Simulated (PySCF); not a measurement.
Gas-phase reaction: 3 SiF₂(OH)₂ + O ⇌ 2 SiF(OH)₃ + SiO + 4 F

Method: PySCF energies (xtb for GFN2) plus ideal-gas RRHO corrections (1 bar). † marks an energy on the PBE0/def2-TZVP geometry and frequencies; other levels use their own. MP2 freezes the core. Open shells (unrestricted): O (multiplicity 3), F (multiplicity 2); the rest are closed-shell singlets. GFN2 has no spin-polarisation term. Spin-orbit splitting is ignored; it lowers the true energy and changes the entropy of O, F. SiF₂(OH)₂, SiF(OH)₃: computed as isolated molecules; such fragments, hydroxides, amides, oligomers or adducts are transient or little studied in the gas. MP2 isn't extrapolated to the basis-set limit.

GFN2-xTB gives ΔH°(298 K) = 997 kJ.

Problem. What do PBE/def2-TZVP†, BLYP/def2-TZVP†, MP2/def2-SVP† give?

Solution. PBE/def2-TZVP†: 1567 kJ; BLYP/def2-TZVP†: 1522 kJ; MP2/def2-SVP†: 1519 kJ. For scale, ΔH°(298 K) is 997 kJ at this level, 1567 kJ at ωB97M-V/def2-TZVP†, and runs from 997 to 1802 kJ over the 20 levels computed († marks an energy on the PBE0/def2-TZVP geometry).
